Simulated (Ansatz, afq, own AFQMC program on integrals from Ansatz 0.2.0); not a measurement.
# S, quintet: AFQMC among the cluster methods

A free S atom.

Basis 6-31G. Noble-gas cores (and the filled d shells of Ga–Kr and In–Xe) are frozen. Integrals, coupled cluster, full CI and functionals: Ansatz 0.2.0; the random walks run on the same integrals in our own AFQMC program. The CISD trial takes its coefficients from CCSD amplitudes. Released means that phaseless walkers are propagated on without the constraint, phases kept. Free AFQMC starts from the CCSD state and is never constrained. Its projection time is finite, and what remains of the start isn't in its error. Uncertainties: one standard error, sampling alone.

Determinant: ROHF, the one that the program's search chose, which needn't be the lowest solution.

Full CI is exact in this basis; its frozen core comes from its own orbitals, which moves totals by up to a few meV.

Cautions: another spin lies lower (by 11.11 eV); in this basis the state lies above a state of the ion, a sign that the basis lacks the diffuse functions it needs, so its energy is an artefact of the basis; full CI with its own frozen core.

- T1 diagnostic: 0.0046
- weight of the determinant in the CISD state: 0.956
- size of the correlated space: 6 electrons in 8 orbitals

```
  level  correlation energy (eV)
    MP2                  -0.5115
   CCSD                  -0.8910
CCSD(T)                  -0.8973
```

Task: Estimate where AFQMC with the constraint released lies against CCSD(T) on the same integrals.

Result: 0.09 ± 0.01 mEh below CCSD(T).

Reference: full CI, correlation energy -0.900 eV. The released energy is read at 1.50 1/Eh (meV from the phaseless value at times in 1/Eh: -0.5 ± 0.4 at 0.24, -0.6 ± 0.4 at 0.50, -0.8 ± 0.4 at 1.00, -0.7 ± 0.4 at 1.50). CCSDTQ lies 0.0 meV above full CI, in part by the other frozen core, which shifts every row alike, so rows that close can't be ranked against it.

| level | E − E(reference) (mEh) | share of correlation (%) |
| --- | --- | --- |
| CCSD(T) | 0.09 | 99.74 |
| CCSDT | 0.00 | 100.01 |
| CCSDT(Q) | 0.00 | 100.00 |
| CCSDTQ | 0.00 | 100.00 |
| ph-AFQMC/CISD | 0.02 ± 0.01 | 99.94 |
| released AFQMC | -0.01 ± 0.01 | 100.02 |
| free AFQMC | -0.01 ± 0.01 | 100.04 |

CCSDT and higher add their correlation energy to the determinant of the CCSD(T) run, since their own runs factorise the integrals more tightly (a shift of under 2 meV). Free projections are given only where their last times agree within the noise and don't stop above the reference; a slow remainder of the start can still hide under it. A walk keeps the symmetry of its determinant, which the program's search chose and which needn't be the lowest solution, so a lower state of the same spin and another symmetry isn't excluded. Released energies are given only where the last usable release times agree within the noise; a slower fall can still hide under it.
